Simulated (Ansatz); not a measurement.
Input file:

```yaml
crystal:
  periodic: [false, false, false]
  atoms:
    - {symbol: B, position_ang: [0.000000, 0.000000, -1.698000]}
    - {symbol: B, position_ang: [0.000000, 0.000000, 1.698000]}
    - {symbol: H, position_ang: [0.000000, 0.000000, -2.873734]}
    - {symbol: H, position_ang: [0.000000, 0.000000, 2.873734]}
basis:
  gaussian: {orbitals: STO-3G, point_charges: [{charge: -1.00, position_ang: [3.189, 0.824, 0.032]}]}
magnetization: {spin_polarized: false}
correlation: {method: mp2, electrons: outside_noble_gas}
accuracy: high
```

```sh
$ ansatz run in.yaml --threads 1 --pin off --events-out ev --progress --plain --max-ram 2393MiB
```

The program prints:

```
173 factors; integrals over basis functions are off by at most 2.8e-8 eV
mean field evaluation 1: about -1346.3443 eV, gradient 9.1e0 eV
mean field evaluation 2: about -1346.3603 eV, gradient 9.0e0 eV
mean field evaluation 4: about -1346.7925 eV, gradient 3.1e-1 eV
mean field evaluation 8: about -1346.7931 eV, gradient 2.8e-7 eV
mean field -1346.79308489 eV, -49.4937329804 hartree, gradient 2.0e-8 eV, S^2 0.000000; 0 other end points of the search recorded, 0 dependent functions left out; unrestricted orbitals would lower it
mean field evaluation 16: about -1347.6827 eV, gradient 3.0e-1 eV
2 core orbitals not correlated: weight in the atoms' cores, before any rotation towards them, 1.000 or more for the frozen orbitals, at most 0.000 for the correlated occupied ones
reference -1346.79308489 eV, -49.4937329804 hartree; 4, 4 occupied and 6, 6 virtual orbitals, 173 factors
second order -1.55325854 eV of doubles, -0.00000000 eV of singles
Total energy: -1348.34634343 eV, -49.5508141790 hartree
```

Ran on 1 thread of Intel Xeon Platinum 8375C, shared host: 0.09 s wall, 0.07 GiB peak host memory.
